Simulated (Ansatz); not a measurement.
in.yaml

```yaml
crystal:
  periodic: [false, false, false]
  atoms:
    - {symbol: B, position_ang: [0.000000, -0.012728, 1.557617]}
    - {symbol: Al, position_ang: [0.000000, -0.012728, -0.521711]}
    - {symbol: H, position_ang: [0.000000, -1.424055, -1.242218]}
    - {symbol: H, position_ang: [0.000000, 1.901277, -1.498844]}
basis:
  gaussian: {orbitals: 6-31G}
magnetization: {spin_polarized: true, initial_magnetization: 2}
hamiltonian: {xc: hf}
output: {orbitals: {seedname: orbitals}}
```

```sh
$ ansatz run in.yaml --threads 1 --pin off --events-out ev --progress --plain --max-ram 2393MiB
```

Log:

```
328 factors; integrals over basis functions are off by at most 1.5e-4 eV
mean field evaluation 1: about -7277.8082 eV, gradient 8.6e0 eV
mean field evaluation 2: about -7277.8387 eV, gradient 8.6e0 eV
mean field evaluation 4: about -7279.6882 eV, gradient 2.4e0 eV
mean field evaluation 8: about -7279.9891 eV, gradient 1.8e-1 eV
mean field evaluation 16: about -7279.9926 eV, gradient 3.1e-5 eV
mean field evaluation 32: about -7279.5370 eV, gradient 3.5e-1 eV
mean field evaluation 64: about -7279.9780 eV, gradient 2.3e-1 eV
mean field evaluation 96: about -7273.9930 eV, gradient 9.7e0 eV
mean field evaluation 128: about -7279.9926 eV, gradient 1.2e-2 eV
mean field -7279.99262028 eV, -267.5347942392 hartree, gradient 1.1e-5 eV, S^2 2.001734; 5 other end points of the search recorded, 0 dependent functions left out
reference -7279.99262028 eV, -267.5347942392 hartree; 11, 9 occupied and 15, 17 virtual orbitals, 328 factors
Total energy: -7279.99262028 eV, -267.5347942392 hartree
```

Ran on 1 thread of Arm Neoverse V1, shared host: 0.36 s wall, 0.06 GiB peak host memory.
